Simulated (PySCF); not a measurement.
Ionisation and electron attachment of trans-crotonaldehyde

Parent: trans-crotonaldehyde, `C/C=C/C=O` (C4H6O). Coordinates in Å; atoms count from 1 in this order:
```
C    -1.7608    0.0399    0.0695
C    -0.3375   -0.3416   -0.1200
C     0.7301    0.4329    0.1346
C     2.0895   -0.0625   -0.0991
O     3.0982    0.5725    0.0995
H    -1.8668    1.0611    0.4608
H    -2.2597   -0.6561    0.7640
H    -2.3100   -0.0292   -0.8842
H    -0.1484   -1.3532   -0.5063
H     0.6298    1.4530    0.5206
H     2.1431   -1.1121   -0.4910
```

Energies: ωB97X-D3(BJ)/ma-def2-TZVP (PySCF, density fitting, integration grid level 2) on PBE0-D3(BJ)/ma-def2-SVP structures. ωB97X-D3(BJ) is ωB97X-V with D3(BJ) in place of VV10. Zero-point and thermal terms (298.15 K, 1 bar) come from unscaled PBE0-D3(BJ)/ma-def2-SVP harmonic frequencies, with soft modes damped to free rotors in the entropy.

Frontier levels of the parent: HOMO -9.96 eV, LUMO 0.53 eV.

Oxidation to the radical cation:
- Vertical ionisation energy (electronic): 9.73 eV
- Adiabatic ionisation energy (with zero-point energy): 9.97 eV
- Adiabatic, electronic part: 10.05 eV
- Vertical gap at the product's structure: 9.74 eV
- ⟨S²⟩ of the product: 0.770
- Largest spin populations: C3 0.51, C2 0.30, O5 0.26, C4 -0.15
- Largest changes of atomic charge: C3 0.23, C2 0.21, O5 0.18, H (on C1) 0.09
- Distances that move most (Å): C2–C3 1.343 → 1.416; C1–C2 1.486 → 1.439; C1–H 1.103 → 1.116; C1–H 1.103 → 1.114

Reduction to the radical anion:
| Property | Result |
| --- | --- |
| Vertical electron affinity (electronic) | -0.38 eV |
| Adiabatic electron affinity (with zero-point energy) | 0.06 eV |
| Adiabatic, electronic part | -0.06 eV |
| Vertical gap at the product's structure | 0.34 eV |
| ⟨S²⟩ of the product | 0.774 |
| Largest spin populations | C2 0.54, O5 0.25, C4 0.23 |
| Largest changes of atomic charge | O5 -0.25, C2 -0.24, C4 -0.16 |
| Distances that move most (Å) | C2–C3 1.343 → 1.404; C4–O5 1.208 → 1.266; C3–C4 1.466 → 1.412; C1–H 1.103 → 1.114 |

Measured values (NIST Chemistry WebBook, evaluated or the median of agreeing entries): adiabatic ionisation energy 9.73 eV (computed 9.97, difference 0.24).

Note: [C4H6O]-• kept an imaginary mode; the relaxed radical cation lies 0.32 eV above the vertical state at this level, which can't hold for one state at its own minimum: the two belong to different states, or the structure misses this level's minimum, so vertical and adiabatic values aren't comparable; the value from this structure is no true adiabatic energy; a negative vertical affinity means that the electron isn't bound at that structure, so the value and what is derived from it hang on the basis.
